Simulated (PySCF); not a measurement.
Mayer bond orders and bond lengths

C₄H₉Cl.
Numbering: `[CH3:1][C:2]([CH3:3])([CH3:4])[Cl:5]` (hydrogens: H6, H7, H8 on C1; H9, H10, H11 on C3; H12, H13, H14 on C4)

Cartesian coordinates in Å at the GFN2-xTB level; atoms count from 1:
```
atom  x, y, z in Å
C1    -0.980   -1.078   -0.058
C2     0.021    0.000    0.332
C3    -0.453    1.382   -0.095
C4     1.410   -0.305   -0.211
Cl5    0.136    0.004    2.140
H6    -1.077   -1.111   -1.141
H7    -1.955   -0.869    0.374
H8    -0.649   -2.052    0.293
H9    -1.430    1.598    0.330
H10   -0.526    1.425   -1.180
H11    0.245    2.146    0.239
H12    1.384   -0.310   -1.299
H13    1.751   -1.278    0.136
H14    2.123    0.447    0.118
```

Bond orders from the PBE0/pcSseg-1 density (PySCF). Geometry: GFN2-xTB; no solvent, vibrations or thermal averaging.

Q: How far do the computed orders between heavy atoms stray from the drawn ones?

A: The largest departure is 0.012, at C1–C2 (drawn single, 0.988), C2–C3 (drawn single, 0.988) and C2–C4 (drawn single, 0.988).

Q: Give the Mayer order of every bond, beside its length.

A: 
| bond | drawn as | length (Å) | Mayer order |
| --- | --- | --- | --- |
| C1–C2 | single | 1.522 | 0.988 |
| C2–C3 | single | 1.522 | 0.988 |
| C2–C4 | single | 1.522 | 0.988 |
| C2–Cl5 | single | 1.812 | 1.006 |
| C1–H6 | single | 1.088 | 0.953 |
| C1–H7 | single | 1.087 | 0.960 |
| C1–H8 | single | 1.087 | 0.961 |
| C3–H9 | single | 1.087 | 0.961 |
| C3–H10 | single | 1.088 | 0.953 |
| C3–H11 | single | 1.087 | 0.961 |
| C4–H12 | single | 1.088 | 0.953 |
| C4–H13 | single | 1.087 | 0.961 |
| C4–H14 | single | 1.087 | 0.961 |

Q: Sum the orders of all bonds at each heavy atom with more than one neighbour and set the sums beside the valence in the SMILES.

A: C1 3.862 (drawn 4), C2 3.970 (drawn 4), C3 3.863 (drawn 4), C4 3.863 (drawn 4). Orders between atoms that aren't bonded are not in these sums.

The Mayer order sums products of elements of PS (density times overlap matrix) between the two atoms' basis functions, so it depends on the basis set.
